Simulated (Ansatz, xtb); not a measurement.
Relative energy of two isomers of C3HN

Structure I is `C#CC#N`, a singlet and structure II is `[C-]#[N+]C#C`, a singlet. Both are isolated molecules in the gas phase, relaxed with B3LYP-D3(BJ)/6-311G**.

**Question.** Which of the two would you expect CCSD(T)/def2-TZVPP electronic energies to favour?

**Answer.** Structure I; the calculation gives E(II) − E(I) = +113.6 kJ/mol.

The same difference at several levels:

| level | geometry | E(II) − E(I) (kJ/mol) | departure from the last row (kJ/mol) | job, with rough time for the two |
| --- | --- | --- | --- | --- |
| GFN2-xTB | GFN2-xTB | +83.2 | −30.5 | optimisation, 0.39 s |
| HF/STO-3G | GFN2-xTB | +111.4 | −2.2 | single point, 1.1 s |
| r2SCAN-D4/def2-SVP | GFN2-xTB | +103.9 | −9.8 | single point, 5.1 s |
| B3LYP-D3(BJ)/6-311G** | B3LYP-D3(BJ)/6-311G** | +108.1 | −5.5 | optimisation, 31 s |
| HF/def2-TZVPP | B3LYP-D3(BJ)/6-311G** | +87.7 | −26.0 | part of the CCSD(T) run |
| MP2/def2-TZVPP | B3LYP-D3(BJ)/6-311G** | +131.3 | +17.6 | part of the CCSD(T) run |
| CCSD(T)/def2-TZVPP | B3LYP-D3(BJ)/6-311G** | +113.6 |  | single point, 46 s |

As drawn, II has 1 C–N in place of 1 C–C.

The levels shown agree on the order. The largest departure from CCSD(T)/def2-TZVPP is that of GFN2-xTB, 30.5 kJ/mol.

With harmonic frequencies from B3LYP-D3(BJ)/6-311G** (ideal gas, rigid rotor, one conformer each, 298.15 K, 1 atm): on the last row, ΔE + ΔZPE = +111.6, ΔH = +112.1, ΔG = +111.4 kJ/mol.

The correlated steps freeze 4 core orbitals. Programs: Ansatz 0.2.0, xtb 6.7.1; the last row on 1 thread of AMD EPYC (Zen 3) on a shared host.
